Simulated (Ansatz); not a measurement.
## Ansatz (development build ahead of 0.2.0) run

```yaml
crystal:
  periodic: [false, false, false]
  atoms:
    - { symbol: C, position_ang: [1.45773, 0.0, 0.22693] }
    - { symbol: C, position_ang: [0.72886, 1.26243, -0.22693] }
    - { symbol: C, position_ang: [-0.72886, 1.26243, 0.22693] }
    - { symbol: C, position_ang: [-1.45773, 0.0, -0.22693] }
    - { symbol: C, position_ang: [-0.72886, -1.26243, 0.22693] }
    - { symbol: C, position_ang: [0.72886, -1.26243, -0.22693] }
    - { symbol: H, position_ang: [1.52795, 0.0, 1.33043] }
    - { symbol: H, position_ang: [2.49495, 0.0, -0.14693] }
    - { symbol: H, position_ang: [0.76397, 1.32324, -1.33043] }
    - { symbol: H, position_ang: [1.24748, 2.16069, 0.14693] }
    - { symbol: H, position_ang: [-1.24748, 2.16069, -0.14693] }
    - { symbol: H, position_ang: [-0.76397, 1.32324, 1.33043] }
    - { symbol: H, position_ang: [-1.52795, 0.0, -1.33043] }
    - { symbol: H, position_ang: [-2.49495, 0.0, 0.14693] }
    - { symbol: H, position_ang: [-1.24748, -2.16069, -0.14693] }
    - { symbol: H, position_ang: [-0.76397, -1.32324, 1.33043] }
    - { symbol: H, position_ang: [1.24748, -2.16069, 0.14693] }
    - { symbol: H, position_ang: [0.76397, -1.32324, -1.33043] }
basis:
  gaussian: { orbitals: def2-SVP }
hamiltonian:
  xc: hf
correlation:
  method: mp2
  frozen_orbitals: { C: 1, H: 0 }
```

The input is written out in the form of the current development build from the run's settings.

The run gave:

```json
{
 "Converged": "yes",
 "Reference energy": "-234.04082 hartree",
 "Correlation energy": "-0.85748 hartree",
 "Total energy": "-234.89830 hartree",
 "Spin squared of the determinant": "0.000"
}
```
